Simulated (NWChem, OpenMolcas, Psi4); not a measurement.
# A substitution series on C: H to Cl

On one C centre, n of the H ligands are replaced by Cl. The atomisation energy (no zero-point term) y in kJ/mol at B3LYP/6-31G* (Cartesian functions). Shapes, held fixed at every level: PBE0-D4/def2-TZVP. Programs: NWChem 7.3.0, OpenMolcas 26.06, Psi4 1.11. A level may come from different programs for different species; with the same settings they agree closely.

```
molecule  n  y (kJ/mol)
     CH4  0        1762
   CH3Cl  1        1640
  CH2Cl2  2           ?
    CCl4  4        1211
```

Task: Fit y = c + s·n to the known rows and predict CH2Cl2.

Result: 
1. Means of the 3 rows: n = 1.66667, y = 1537.7.
2. Σ(Δn)² = 8.6667, Σ(Δn·Δy) = -1204.3, so the slope is -1204.3/8.6667 = -138.96.
3. Intercept: 1537.7 − (-138.96) × 1.66667 = 1769.3. The largest residual of the fit is 9.7.
4. CH2Cl2: 1769.3 + (-138.96) × 2 = 1491 kJ/mol.

The run gave 1513 kJ/mol, so the prediction is off by -22 kJ/mol, more than the scatter of the fit. The step per swap changes from -122 to -151 kJ/mol along the series, so a line misses the bend: the ligands act on one another. The slope is only an average step. Other levels give for CH2Cl2: HF/3-21G 937 kJ/mol. Spin-orbit coupling of the free atoms (H 0, Cl 4 kJ/mol each; the atoms kept shift only the intercept) is left out.
